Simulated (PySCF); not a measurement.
Species: BH5NP.
InChI=1S/BH5NP/c2-1-3/h1H,2-3H2

The calculation used MP2 and CCSD/aug-cc-pVDZ in PySCF, restricted Hartree–Fock reference, 7 core orbitals frozen, non-relativistic, gas phase, PBE0-D3(BJ)/def2-SVP geometry.

E(HF) = -422.83063 Eh.

(1) How large is the problem?

(2) What are the MP2 and CCSD correlation energies?

(3) What is the T1 diagnostic?

(4) How does correlation change the dipole moment?

## Answers

(1) 118 basis functions and 32 electrons; 7 orbitals frozen, which leaves o = 9 correlated occupied and v = 102 virtual orbitals. That is o·v = 918 singles and o·v(o·v + 1)/2 = 421821 distinct closed-shell doubles amplitudes before symmetry; the costliest CCSD step grows as o²v⁴ = 8.8 × 10^9.

(2) MP2 -0.4028 Eh and CCSD -0.4468 Eh, which gives totals of -423.23339 and -423.27742 Eh. That is 0.675 eV for each correlated electron at CCSD (1173 kJ/mol in all, 0.106 % of the total energy); MP2 gives 90.1 % of the CCSD value.

(3) 0.0145, below the customary warning level of 0.02. It is the norm of the spatial-orbital singles amplitudes over the root of the number of correlated electrons, so the norm is 0.062.

(4) HF gives 2.10 D and CCSD (unrelaxed density) 2.23 D, a change of +0.13 D; the two vectors are 6° apart.

No triples correction and no basis-set extrapolation were made.

The job also held the EOM ionisation and excitation roots. Hardware: one thread, Arm Neoverse V2 (aarch64), shared host. Cost: 7.0 min of wall time, 1.4 GiB resident at most.

Conformer computed: `[NH2:1][BH:2][PH2:3]`: H–N1–B2–P3 -179°, H–N1–B2–P3 1°, H–P3–B2–N1 -140°, H–P3–B2–N1 127°.

One conformer stands for the species.
